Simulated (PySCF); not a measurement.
Species: Al(PH3)H3.
SMILES: `[H][Al]([H])([H])<-[PH3]`

The closed-shell ground state was solved at several levels (PySCF, density fitting, gas phase, non-relativistic). Geometry: PBE0-D3(BJ)/def2-SVP; no solvent, vibrations or thermal averaging.

| level | basis functions | total energy (Eh) | HOMO (eV) | LUMO (eV) | gap (eV) | dipole (D) |
| --- | --- | --- | --- | --- | --- | --- |
| B3LYP/pcSseg-1 (pcSseg-2 on Al) | 97 | -587.4063 | -7.61 | -0.45 | 7.16 | 4.32 |
| PBE0/pcSseg-1 (pcSseg-2 on Al) | 97 | -587.0964 | -7.79 | -0.19 | 7.60 | 4.41 |
| wB97X-D/def2-SVPD | 96 | -587.1708 | -9.70 | 1.36 | 11.06 | 4.25 |

Q: Estimate the row for PBE/pcSseg-1 (pcSseg-2 on Al), a basis of 97 functions; the other rows only guide the guess.

A: Total energy -587.0381 Eh, HOMO -6.56 eV, LUMO -1.03 eV, gap 5.53 eV, dipole 4.31 D.

Q: Over all these levels, which gives the widest orbital gap and which the narrowest?

A: wB97X-D/def2-SVPD (range-separated hybrid) has the widest, 11.06 eV, and PBE/pcSseg-1 (pcSseg-2 on Al) (GGA) the narrowest, 5.53 eV. Functional and basis both differ between the two, so the spread mixes both effects.

Q: In the pcSseg-1 (pcSseg-2 on Al) basis, how does the gap go with the fixed share of exact exchange?

A: PBE (0 %) 5.53 eV; B3LYP (20 %) 7.16 eV; PBE0 (25 %) 7.60 eV. Each rise in the share widens the gap here.

Q: How far do the dipole and the HOMO energy spread over the levels?

A: The dipole runs from 4.25 to 4.41 D (mean 4.32 D) and the HOMO from -9.70 to -6.56 eV.

wB97X-D is run here without its empirical dispersion term; that term would change no orbital, density or response property at a fixed geometry.
